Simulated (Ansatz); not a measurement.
# SiP2H+ (triplet): from Hartree-Fock to the top rungs, cc-pVDZ

An exercise on one series of results from a longer session: the logs are not shown, and one member is left open.

The runs use Ansatz 0.2.0, Gaussian basis; cc-pVDZ, core rule «outside noble gas», up to 15 orbitals frozen.

The runs, in order: UHF; CCSD(T) on ROHF; CCSD(T) on UHF; BCCD(T) on ROHF; CISD; CCSDT(Q) on ROHF; CCSDT(Q) on UHF.

13 further runs of the same task are left out: 4 that didn't finish, 9 set aside as unsound or not needed.

**The system**

The geometry is a PBE0/def2-TZVP stationary point (not a proven minimum) of the parent state, kept for this charge and spin.

4 atoms, charge 1, spin multiplicity 3.

Atoms are counted from 1 here; the program's logs count them from 0.

Bond lengths: P1–Si2 2.099 Å, P1–H4 1.429 Å, Si2–P3 2.012 Å. Angles: Si2–P1–H4 87.3°, P1–Si2–P3 175.6°.

Set-up of the first run:

File in.yaml:

```yaml
crystal:
  periodic: [false, false, false]
  atoms:
    - {symbol: P, position_ang: [-0.000006, -0.410564, 1.546288]}
    - {symbol: Si, position_ang: [0.000029, -0.286152, -0.549294]}
    - {symbol: P, position_ang: [-0.000008, -0.321661, -2.561269]}
    - {symbol: H, position_ang: [-0.000015, 1.018377, 1.564274]}
basis:
  gaussian: {orbitals: cc-pVDZ}
total_charge: 1
magnetization: {spin_polarized: true, initial_magnetization: 2}
hamiltonian: {xc: hf}
output: {orbitals: {seedname: orbitals}}
```

Started as:

```bash
> ansatz run in.yaml --threads 1 --pin off --events-out ev --progress --plain --max-ram 2393MiB
```

Steps of the session up to this table: UHF; CCSD(T) on ROHF; CCSD(T) on UHF; BCCD(T) on ROHF; CISD; CCSDT(Q) on ROHF; CCSDT(Q) on UHF.

One table of the session follows, with a row left open; its other results are not shown here.

| method | from RCCSDT(Q) (meV) |
| --- | --- |
| UHF | +8694.0 |
| RMP2 | +1639.3 |
| UMP2 | +1990.8 |
| CISD | ? |
| RCCSD | +574.4 |
| UCCSD | +527.8 |
| RCCSD(T) | +101.4 |
| UCCSD(T) | +117.8 |
| BCCD(T) | +106.5 |
| RCCSDT | +47.6 |
| UCCSDT | +36.2 |
| RCCSDT(Q) | 0 |
| UCCSDT(Q) | -8.0 |

Estimate the missing values for CISD.

The run gave: from RCCSDT(Q) (meV): +1751.9. In the column «from RCCSDT(Q) (meV)» it lies between RMP2 (+1639.3) and UMP2 (+1990.8).

Left out of the table: ROHF (another determinant or state than the rows shown).

To keep in mind: The report flags that the cluster equations may have other roots. The program flags RCCSD(T), BCCD(T), RCCSDT(Q) as in doubt, so the zero of the table is itself unsure. Warnings: spin contamination; coupled cluster took another determinant than the lowest. Restricted and unrestricted rows rest on different reference determinants; where their highest levels disagree by more than a few hundredths of an eV, they describe different states and don't form one ladder.
